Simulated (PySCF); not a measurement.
A search over the determinants of PS

Unrestricted PBE0; basis P def2-TZVPP, S def2-TZVPP; no relativity; PySCF 2.14. Outer shells of the fragments: P 3s2 3p3; S 3s2 3p4.

Followed along the bond (rough minima from three points):

```
2Ms+1     unpaired  ⟨S²⟩ at the start  R at minimum (Å)  Te (eV)
    2          π ↑               0.77              1.90     0.00
    4        π ↑↑↑               3.76  none in the scan   ≤ 2.13
    6  σ ↑, π ↑↑↑↑               8.75  none in the scan   ≤ 6.68
```

Solutions found at the starting distance of 2.050 Å, counted from the lowest of them; the search is not exhaustive and high or unbound solutions are not listed, so other states can lie among these:

```csv
2Ms+1,unpaired,term,E (eV),⟨S²⟩,⟨Lz²⟩,μ (D)
2,π ↑,²Π,0.00,0.77,1.01,-1.09
4,π ↑↑↑,⁴Π,1.81,3.76,1.01,0.22
2,π ↑↑↓,mixed,2.15,1.77,3.05,0.22
4,"σ ↑, π ↑↑",⁴Σ⁻,2.77,3.76,0.00,-1.08
2,"σ ↑, π ↑↓",mixed,3.36,1.77,2.03,-0.81
2,"σ ↓, π ↑↑",mixed,3.41,1.77,0.00,-0.82
```

A term symbol is given only where ⟨S²⟩ and ⟨Lz²⟩ are close to those of a pure state; real π, δ and φ orbitals otherwise mix terms. A positive dipole means P(−)S(+).

Counting both spins, an empty level lies below a filled one in some of these solutions, because spin and occupation are held.
